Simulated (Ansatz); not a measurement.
PSi (charge +1), a composite energy at a relaxed geometry

Computed with Ansatz 0.2.0 through its Python package.

Contents of `psi.xyz`:
```text
2

Si    0.00000    0.00000    0.00000
P     0.00000    0.00000    2.28000
```

`composite_psi.py`:
```python
"""A composite energy for PSi(+): DFT geometry, MP2 basis limit, coupled-cluster correction."""

import itertools
import logging
import sys

import ansatz as az
from ase.data import atomic_numbers, covalent_radii
import numpy as np

logging.basicConfig(stream=sys.stdout, format="[%(levelname)s] %(message)s")
log = logging.getLogger("psi")
log.setLevel(logging.INFO)


def main() -> None:
    mol = az.Crystal.molecule_from_extxyz("psi.xyz")

    job = mol.calculation()
    job = job.basis(gaussian="def2-SVP")
    job = job.functional("b3lyp")
    job = job.charge(1)
    job = job.spin("collinear", total=2)
    symbols = [site.symbol for site in mol.cartesian_sites]
    start = np.array([site.position_ang for site in mol.cartesian_sites], dtype=float)
    report = job.relax(force_tolerance=0.01).run().report
    end = np.array(report["positions_ang"])
    # pairs closer than 1.2 times the sum of covalent radii, before or after
    radius = [covalent_radii[atomic_numbers[s]] for s in symbols]
    span = lambda where, i, j: np.linalg.norm(where[i] - where[j])
    bonded = [(i, j) for i, j in itertools.combinations(range(len(symbols)), 2) if min(span(start, i, j), span(end, i, j)) < 1.2 * (radius[i] + radius[j])]
    log.info("pair        before    after (A)")
    for i, j in bonded:
        print(f"{symbols[i]}{i}-{symbols[j]}{j}".ljust(10), f"{span(start, i, j):8.4f} {span(end, i, j):8.4f}")

    minimum = az.Crystal.molecule()
    for symbol, place in zip(symbols, end):
        minimum = minimum.atom(symbol, place.tolist())
    at_minimum = minimum.calculation().charge(1).spin("collinear", total=2)
    # MP2 extrapolated to the basis limit, plus the small-basis difference CCSD(T) - MP2
    level = lambda method, basis: at_minimum.basis(gaussian=basis).correlation(method).run().report
    small, large, cluster = level("mp2", "cc-pVDZ"), level("mp2", "cc-pVTZ"), level("ccsd_t", "cc-pVDZ")
    corr = lambda each: (each["free_energy_ev"] - each["reference_energy_ev"]) / 27.211386246
    mp2_limit = (27 * corr(large) - 8 * corr(small)) / 19
    pieces = {"HF / cc-pVTZ": large["reference_energy_ev"] / 27.211386246, "MP2 correlation, DZ-TZ limit": mp2_limit, "CCSD(T) - MP2 / cc-pVDZ": corr(cluster) - corr(small)}
    for name, value in pieces.items():
        log.info(f"{name:32s} {value:14.6f} Ha")
    log.info(f"{'sum':32s} {sum(pieces.values()):14.6f} Ha")
    print("T1 diagnostic", round(cluster["correlation"]["coupled_cluster"]["t1_diagnostic"], 4))


if __name__ == "__main__":
    main()
```

```console
$ python composite_psi.py
[INFO] pair        before    after (A)
Si0-P1       2.2800   2.2485
[INFO] HF / cc-pVTZ                        -629.348740 Ha
[INFO] MP2 correlation, DZ-TZ limit          -0.173351 Ha
[INFO] CCSD(T) - MP2 / cc-pVDZ               -0.042334 Ha
[INFO] sum                                 -629.564425 Ha
T1 diagnostic 0.0292
```

Notes:
- Total energies depend on the basis set; only differences at equal settings carry meaning.
- The sum leaves out core correlation, relativity, the Hartree-Fock basis error and zero-point energy; a DZ-TZ extrapolation is rough.
- The run takes the species as open-shell (spin multiplicity 3), which needn't be its ground state.
- b3lyp holds the VWN-RPA fit, as in Gaussian; the form of ORCA and Turbomole is b3lyp5.
- Inner cores stay frozen, so this is valence correlation.
- For Al to Cl the sets with a tight d function, cc-pV(X+d)Z, are usual.
- The spin state was assumed, and another may lie lower.
- An extrapolation from small basis sets is rough.
- Wall time of the script: 22 s on 1 thread of Arm Neoverse V1 (shared host), peak memory 0.18 GiB.
